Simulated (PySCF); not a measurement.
C₄H₇ClO.
Numbering: `[CH3:1][CH:2]([CH3:3])[C:4](=[O:5])[Cl:6]` (hydrogens: H7, H8, H9 on C1; H10 on C2; H11, H12, H13 on C3)

Computed, not measured: PBE0-D3(BJ)/def2-SVP geometry optimisation, gas phase (PySCF 2.14.0).

Problem. List the bond lengths, angles and torsions at this level.

Solution. 
| bond | length (Å) |
| --- | --- |
| C1–C2 | 1.530 |
| C2–C3 | 1.521 |
| C2–C4 | 1.511 |
| C4=O5 | 1.182 |
| C4–Cl6 | 1.801 |
| C1–H7 and 5 like bonds | 1.100 |
| C2–H10 | 1.104 |

Bonds in one row agree within 0.01 Å and their mean is given. A selection of angles:
| angle | degrees |
| --- | --- |
| C2–C1–H7 | 109.6 |
| C2–C1–H8 | 111.4 |
| H7–C1–H8 | 108.4 |
| H8–C1–H9 | 108.5 |
| C1–C2–C3 | 112.6 |
| C1–C2–C4 | 110.4 |
| C1–C2–H10 | 107.9 |
| C3–C2–H10 | 110.2 |
| C4–C2–H10 | 105.4 |
| C2–C4–O5 | 127.4 |
| C2–C4–Cl6 | 112.4 |
| O5–C4–Cl6 | 120.2 |

Dihedral angles: C1–C2–C4–O5 113° (anticlinal). The mirror-image conformer, all signs reversed, is as good.

Of the pairs four or more bonds apart, Cl6···H8 is among the closest relative to their van der Waals radii: 2.79 Å, 94 % of the sum of Bondi's values.

Point group: C1 (no symmetry element, even within 0.4 Å). Stationary, but not proved a minimum. One conformer, not necessarily the lowest.
